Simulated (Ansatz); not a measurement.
Reaction (SMILES): FCl (F-Cl) → Cl atom + F atom
B3LYP-D3(BJ)/def2-TZVP geometries, fixed; electronic energies without zero-point terms.

Energies in hartree at wB97M-V with Ansatz (a quantum-chemistry and plane-wave program); the atomisation energy is their sum with the coefficients shown, times 627.509 kcal/mol a hartree. All functions are spherical. The program fits the integrals of some runs and decomposes those of others, by size. Open shells are unrestricted. The functional holds VV10 correlation; no added dispersion term, no relativity.

```json
[
 {"species": "FCl (F-Cl)", "coefficient": "-1", "part": "wB97M-V", "cc-pV(D+d)Z": "-559.91331", "cc-pV(T+d)Z": "-559.97153", "cc-pV(Q+d)Z": "-559.98614"},
 {"species": "Cl atom", "coefficient": "+1", "part": "wB97M-V", "cc-pV(D+d)Z": "-460.11785", "cc-pV(T+d)Z": "-460.13357", "cc-pV(Q+d)Z": "-460.13722"},
 {"species": "F atom", "coefficient": "+1", "part": "wB97M-V", "cc-pV(D+d)Z": "-99.70242", "cc-pV(T+d)Z": "-99.73732", "cc-pV(Q+d)Z": "-99.74724"}
]
```

Q: Predict the atomisation energy in cc-pV(5+d)Z (X = 5): let each wB97M-V step shrink by the ratio of the last two. Compare with the run.

A: 
- FCl (F-Cl): steps -0.05822 and -0.01461, ratio 0.251, so wB97M-V -559.98981 (run: -559.99033).
- Cl atom: steps -0.01572 and -0.00365, ratio 0.232, so wB97M-V -460.13807 (run: -460.13830).
- F atom: steps -0.03490 and -0.00992, ratio 0.284, so wB97M-V -99.75006 (run: -99.75022).
Predicted 63.81 kcal/mol; the run in cc-pV(5+d)Z gives 63.89, a miss of -0.08. Keeping the value in cc-pV(Q+d)Z, 63.81, would miss by -0.08. All sums are of the energies as printed.
